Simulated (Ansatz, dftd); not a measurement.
Reaction: SiH4S2 (SMILES S[SiH2]S) → SiH3S (SMILES [SiH2]S, doublet) + HS (SMILES [SH], doublet) (the S-Si bond breaks)
Each species at its own B3LYP-D3(BJ)/def2-TZVP minimum (Ansatz, an electronic-structure program), one conformer.

Wanted: bond dissociation energy (electronic), in kcal/mol. Open shells are spin-unrestricted; no spin-orbit coupling. CBS(X,Y): correlation extrapolated as X^-3, Hartree-Fock from the larger set. A bracket is a step between two methods taken in the basis named. Functionals run without relativity, which enters their misses. Double hybrids freeze cores in their MP2 part. '+ core + X2C': CCSD(T) terms for core correlation (cc-pwCVTZ, 1s frozen past Ne) and scalar relativity (cc-pVTZ-DK).

Compared with CCSD(T)/CBS(cc-pV(T+d)Z,cc-pV(Q+d)Z) + [CCSDT(Q) - CCSD(T)]/cc-pV(D+d)Z + core + X2C (Ansatz): 92.6 kcal/mol.

Task: Rank these levels by how close they come to it, closest first: r2SCANh-D4/def2-TZVPD (Ansatz + dftd4); B2GP-PLYP-D4/def2-TZVPD (Ansatz + dftd4); PBE0/def2-TZVPD (Ansatz); B2PLYP-D4/def2-TZVPD (Ansatz + dftd4).

Result: B2GP-PLYP-D4/def2-TZVPD (88.9 kcal/mol, difference -3.7), B2PLYP-D4/def2-TZVPD (88.2 kcal/mol, difference -4.4), PBE0/def2-TZVPD (87.8 kcal/mol, difference -4.8), r2SCANh-D4/def2-TZVPD (87.3 kcal/mol, difference -5.3)
